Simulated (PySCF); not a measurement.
**CH3N: calculation against experiment**

**Measured values to compare with.**

NIST CCCBDB Release 22 (SRD 101), experimental dipoles lists, for the gas: dipole moment 2 D.

How close the calculation comes is told at the end.

Compound: CH₃N.
Numbering: `[CH2:1]=[NH:2]` (hydrogens: H3, H4 on C1; H5 on N2)

Cartesian coordinates in Å at the PBE0-D3(BJ)/def2-SVP level; atoms count from 1:
```
atom  x, y, z in Å
C1    -0.2812   -0.0295   -0.1094
N2     0.8579   -0.5724   -0.1861
H3    -0.4910    1.0444   -0.2767
H4    -1.1565   -0.6506    0.1429
H5     1.5700    0.1262   -0.4260
```

Runs made with PySCF (gas phase, on this PBE0-D3(BJ)/def2-SVP geometry; no spin–orbit coupling):

```csv
level,job,basis functions,wall time
"PBE0-D3(BJ)/def2-SVP, grid level 1",geometry optimisation from a GFN2-xTB start shaken at random,43,5.0 s
```

Hardware: one thread of an Arm Neoverse N1, on a shared host.

## Comparison

**Dipole moment.** Measured: 2 D (NIST CCCBDB Release 22 (SRD 101), experimental dipoles).

| level | computed (D) | computed − measured (D) | % (from the printed values) |
| --- | --- | --- | --- |
| PBE0-D3(BJ)/def2-SVP | 1.94 | -0.06 | -3 |

The computed dipoles belong to one fixed geometry; measured ones are averaged over vibrations unless marked μe. Magnitudes are compared, not signs.

The geometry is computed, not the measured one. Where a level misses, the cause wasn't examined.
